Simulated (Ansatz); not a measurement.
This Ansatz (a program for electronic structure) input (PBE/def2-TZVPP) gives -535.74660 Eh with 87 basis functions.

Ansatz 0.2 input:
```yaml
crystal:
  periodic: [false, false, false]
  atoms:
    - {symbol: O, position_ang: [0.02204159, 1.10436371, -0.00118827]}
    - {symbol: H, position_ang: [-0.92327012, 1.31460394, 0.01604549]}
    - {symbol: Cl, position_ang: [0.04393750, -0.59703021, -0.00038467]}
basis:
  gaussian:
    orbitals: def2-TZVPP
    final_grid: {core_spheres: 18, valence_spheres: 15, degree: 47}
hamiltonian:
  xc: {name: PBE}
magnetization: {spin_polarized: false}
```

Change:
```diff
- final_grid: {core_spheres: 18, valence_spheres: 15, degree: 47}
+ final_grid: {core_spheres: 4, valence_spheres: 3, degree: 11}
```

Q: What does the run give now?

A: -535.74681 Eh (PBE/def2-TZVPP, 87 functions), a change of -0.21 mEh.
